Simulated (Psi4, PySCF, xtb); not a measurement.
Conformational energy of SMILES C=CC=C. Scanned: dihedral C1–C2–C3–C4; all other coordinates were relaxed at GFN2-xTB. Points at φ and −φ are mirror images. Heavy atoms are numbered in the order of the SMILES C=CC=C, hydrogens after them in the order of the atoms that carry them; the mirror image has the same energies with the sign of each dihedral reversed.

- RKS-B3LYP/6-31G* = restricted B3LYP/6-31G*, spherical d // GFN2-xTB (PySCF 2.14.0)
- RHF/LANL2DZ = restricted Hartree-Fock/LANL2DZ // GFN2-xTB run with PySCF
- GFN1-xTB // GFN2-xTB (xtb)
- MP2/cc-pVTZ = Psi4 with DF-MP2 (frozen core)/cc-pVTZ // GFN2-xTB

Energies relative to the lowest point of each profile, in eV; the last columns give the difference from MP2:

```json
[
 {"φ / °": "-150", "RKS-B3LYP/6-31G*": "0.084", "RHF/LANL2DZ": "0.080", "GFN1-xTB": "0.050", "MP2/cc-pVTZ": "0.075", "RKS-B3LYP/6-31G* − MP2/cc-pVTZ": "0.009", "RHF/LANL2DZ − MP2/cc-pVTZ": "0.004", "GFN1-xTB − MP2/cc-pVTZ": "-0.025"},
 {"φ / °": "-120", "RKS-B3LYP/6-31G*": "0.274", "RHF/LANL2DZ": "0.246", "GFN1-xTB": "0.163", "MP2/cc-pVTZ": "0.243", "RKS-B3LYP/6-31G* − MP2/cc-pVTZ": "0.031", "RHF/LANL2DZ − MP2/cc-pVTZ": "0.003", "GFN1-xTB − MP2/cc-pVTZ": "-0.080"},
 {"φ / °": "-90", "RKS-B3LYP/6-31G*": "0.322", "RHF/LANL2DZ": "0.275", "GFN1-xTB": "0.206", "MP2/cc-pVTZ": "0.276", "RKS-B3LYP/6-31G* − MP2/cc-pVTZ": "0.046", "RHF/LANL2DZ − MP2/cc-pVTZ": "-0.001", "GFN1-xTB − MP2/cc-pVTZ": "-0.070"},
 {"φ / °": "-60", "RKS-B3LYP/6-31G*": "0.214", "RHF/LANL2DZ": "0.191", "GFN1-xTB": "0.133", "MP2/cc-pVTZ": "0.174", "RKS-B3LYP/6-31G* − MP2/cc-pVTZ": "0.040", "RHF/LANL2DZ − MP2/cc-pVTZ": "0.017", "GFN1-xTB − MP2/cc-pVTZ": "-0.042"},
 {"φ / °": "-30", "RKS-B3LYP/6-31G*": "0.160", "RHF/LANL2DZ": "0.151", "GFN1-xTB": "0.069", "MP2/cc-pVTZ": "0.136", "RKS-B3LYP/6-31G* − MP2/cc-pVTZ": "0.024", "RHF/LANL2DZ − MP2/cc-pVTZ": "0.015", "GFN1-xTB − MP2/cc-pVTZ": "-0.067"},
 {"φ / °": "0", "RKS-B3LYP/6-31G*": "0.173", "RHF/LANL2DZ": "0.167", "GFN1-xTB": "0.061", "MP2/cc-pVTZ": "0.163", "RKS-B3LYP/6-31G* − MP2/cc-pVTZ": "0.010", "RHF/LANL2DZ − MP2/cc-pVTZ": "0.003", "GFN1-xTB − MP2/cc-pVTZ": "-0.102"},
 {"φ / °": "30", "RKS-B3LYP/6-31G*": "0.160", "RHF/LANL2DZ": "0.151", "GFN1-xTB": "0.069", "MP2/cc-pVTZ": "0.136", "RKS-B3LYP/6-31G* − MP2/cc-pVTZ": "0.024", "RHF/LANL2DZ − MP2/cc-pVTZ": "0.015", "GFN1-xTB − MP2/cc-pVTZ": "-0.067"},
 {"φ / °": "60", "RKS-B3LYP/6-31G*": "0.214", "RHF/LANL2DZ": "0.191", "GFN1-xTB": "0.133", "MP2/cc-pVTZ": "0.174", "RKS-B3LYP/6-31G* − MP2/cc-pVTZ": "0.040", "RHF/LANL2DZ − MP2/cc-pVTZ": "0.017", "GFN1-xTB − MP2/cc-pVTZ": "-0.042"},
 {"φ / °": "90", "RKS-B3LYP/6-31G*": "0.322", "RHF/LANL2DZ": "0.275", "GFN1-xTB": "0.206", "MP2/cc-pVTZ": "0.276", "RKS-B3LYP/6-31G* − MP2/cc-pVTZ": "0.046", "RHF/LANL2DZ − MP2/cc-pVTZ": "-0.001", "GFN1-xTB − MP2/cc-pVTZ": "-0.070"},
 {"φ / °": "120", "RKS-B3LYP/6-31G*": "0.274", "RHF/LANL2DZ": "0.246", "GFN1-xTB": "0.163", "MP2/cc-pVTZ": "0.243", "RKS-B3LYP/6-31G* − MP2/cc-pVTZ": "0.031", "RHF/LANL2DZ − MP2/cc-pVTZ": "0.003", "GFN1-xTB − MP2/cc-pVTZ": "-0.080"},
 {"φ / °": "150", "RKS-B3LYP/6-31G*": "0.084", "RHF/LANL2DZ": "0.080", "GFN1-xTB": "0.050", "MP2/cc-pVTZ": "0.075", "RKS-B3LYP/6-31G* − MP2/cc-pVTZ": "0.009", "RHF/LANL2DZ − MP2/cc-pVTZ": "0.004", "GFN1-xTB − MP2/cc-pVTZ": "-0.025"},
 {"φ / °": "180", "RKS-B3LYP/6-31G*": "0.000", "RHF/LANL2DZ": "0.000", "GFN1-xTB": "0.000", "MP2/cc-pVTZ": "0.000", "RKS-B3LYP/6-31G* − MP2/cc-pVTZ": "0.000", "RHF/LANL2DZ − MP2/cc-pVTZ": "0.000", "GFN1-xTB − MP2/cc-pVTZ": "0.000"}
]
```

RKS-B3LYP/6-31G* is furthest from MP2/cc-pVTZ at -90 (0.046 eV, above); its mean absolute difference over the points is 0.026 eV.

RHF/LANL2DZ is furthest from MP2/cc-pVTZ at -60 (0.017 eV, above); its mean absolute difference over the points is 0.007 eV.

GFN1-xTB is furthest from MP2/cc-pVTZ at 0 (-0.102 eV, below); its mean absolute difference over the points is 0.056 eV.
